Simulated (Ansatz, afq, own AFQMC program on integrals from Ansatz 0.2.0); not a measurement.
# ZrHCl$_{2}$, quartet: AFQMC among the cluster methods

```json
{"atom": "Zr", "x (Å)": "0.0000", "y (Å)": "0.0000", "z (Å)": "0.9366"}
{"atom": "Cl", "x (Å)": "0.0000", "y (Å)": "-1.2797", "z (Å)": "-1.2530"}
{"atom": "Cl", "x (Å)": "0.0000", "y (Å)": "1.2797", "z (Å)": "-1.2530"}
{"atom": "H", "x (Å)": "0.0000", "y (Å)": "0.0000", "z (Å)": "3.3821"}
```

Connectivity, by distances: Cl–ZrH–Cl.

Basis def2-SVP with its core potentials. Only valence electrons are correlated. Ansatz 0.2.0 and our own AFQMC program on the same integrals; the CISD trial comes from CCSD amplitudes, and released means the phaseless constraint is let go. Error bars are statistical, one sigma. No spin–orbit coupling. The metal's outer-core s and p shells are frozen, which shifts wave-function levels against functionals.

Determinant: UHF, the one that the program's search chose, which needn't be the lowest solution. The geometry is a PBE0/def2-TZVP stationary point of this or a neighbouring charge and spin state.

No full CI on the walks' own integrals is used here; CCSDT(Q) serves as the reference and is uncertain by about the last step of the cluster series.

Cautions: no spin-orbit coupling; outer-core shells of the metal frozen; lower spins were not checked.

The T1 diagnostic is 0.0186, the weight of the determinant in the CISD state is 0.840 and the ⟨S²⟩ of the determinant is 3.784. The size of the correlated space is 19 electrons in 58 orbitals.

| level | correlation energy (eV) |
| --- | --- |
| MP2 | -8.5565 |
| CCSD | -9.6020 |
| CCSD(T) | -9.8419 |

Problem. Estimate where AFQMC with the constraint released lies against CCSD(T) on the same integrals.

Solution. 5.0 ± 1.0 kJ/mol below CCSD(T).

Reference: CCSDT(Q), correlation energy -9.903 eV. The released energy is read at 2.60 1/Eh (meV from the phaseless value at times in 1/Eh: -19 ± 3 at 0.24, -34 ± 6 at 0.60, -36 ± 6 at 1.20, -39 ± 9 at 1.80, -44 ± 10 at 2.60).

| level | E − E(reference) (kJ/mol) | share of correlation (%) |
| --- | --- | --- |
| CCSD(T) | 5.9 | 99.39 |
| CCSDT | 2.0 | 99.79 |
| ph-AFQMC/CISD | 5.1 ± 0.5 | 99.47 |
| released AFQMC | 0.8 ± 1.0 | 99.91 |

A walk keeps the symmetry of its determinant, which the program's search chose and which needn't be the lowest solution, so a lower state of the same spin and another symmetry isn't excluded. Released energies are given only where the last usable release times agree within the noise; a slower fall can still hide under it.
